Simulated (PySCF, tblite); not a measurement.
A set of runs on `[BH2-]C#C` [radical]; the geometry of each is named by its level. Settings lines and outputs come from a driver script.

Compound: C₂H₃B (charge -1 and doublet state).
Atom-mapped SMILES: `[BH2-:1][C:2]#[CH:3]` (hydrogens: H4, H5 on B1; H6 on C3)

Step 1: GFN2-xTB geometry optimisation, gas phase (tblite 0.8.0) (from a force-field or distance-geometry start)
```json
{"job": {"kind": "relax", "xc": "GFN2-xTB", "basis": "xTB"}, "charge": -1, "multiplicity": 2}
```
```
step      E/eV     max force
  0    -192.22444    1.868
  1    -192.30230    1.208
  2    -192.35958    2.726
...
 26    -192.70201    0.052
 27    -192.70205    0.016
 28    -192.70206    0.013
 29    -192.70206    0.010
 30    -192.70207    0.006
```

Energy lowered by 11.0 kcal/mol over 30 steps; largest atomic force 0.006 eV/Å at the end. «max force» is the largest atomic force in eV/Å.

Step 2: GFN2-xTB harmonic vibrations, gas phase (tblite 0.8.0) (on the GFN2-xTB geometry)
```json
{"job": {"kind": "ir", "xc": "GFN2-xTB", "basis": "xTB"}, "charge": -1, "multiplicity": 2}
```
```
(table of modes left out)
```

12 modes from 276 to 2947 cm⁻¹ (unscaled, harmonic); zero-point energy 21.0 kcal/mol; all wavenumbers are real at this level.

Step 3: UKS B3LYP, pcH-1 on B C H, non-relativistic, mean-field spin-orbit, GIAO (PySCF 2.14.0) (on the GFN2-xTB geometry)
```json
{"job": {"kind": "epr", "basis": "pcH-1"}, "charge": -1, "multiplicity": 2}
```
```
...
E = -102.80822839 Eh   <S^2> = 0.7633 (exact 0.7500)
g shifts (ppm)      1          2          3
  rmc           -93        -93        -93
  gc             22          2          1
  oz_so        -215         16        277
  total        -286        -75        186
hyperfine (MHz)  atom isotope    a_iso     a_fc   dipolar eigenvalues
    0   11B      31.72      31.72    -27.74    -27.44     55.17
    1   13C     -29.67     -29.67     -6.43     -6.08     12.52
    2   13C     148.13     148.13    -35.58    -25.37     60.95
    3    1H     -37.55     -37.55    -13.83      2.20     11.63
    4    1H     -37.53     -37.53    -13.84      2.21     11.63
    5    1H      39.66      39.66    -14.63     -1.68     16.31
```

⟨S²⟩ 0.763; g_iso 2.0023. rmc, gc and oz_so are the mass-correction, gauge-correction and orbital-Zeeman/spin–orbit parts of the g shift along its three principal axes; a_iso is the isotropic hyperfine coupling and a_fc its Fermi-contact part. The log counts atoms from 0, this text from 1.

Problem. Which step took the most CPU time, and about what did each take on one thread of an Arm Neoverse V2, no GPU (shared host)?

Solution. Step 3, about 99 % of the total. CPU time by step: 1: under 0.1 s, 2: under 0.1 s, 3: 9.6 s.

Geometry of the electronic-property runs (GFN2-xTB):
```
atom  x, y, z in Å
B1    -1.087   -0.042    0.095
C2     0.376    0.005    0.129
C3     1.610   -0.159    0.044
H4    -1.734   -0.549    0.996
H5    -1.724    0.467   -0.810
H6     2.563    0.280    0.297
```

Whether the extra electron is bound in the gas phase wasn't checked; a finite basis holds it in any case. (This holds for the electronic-property runs.)
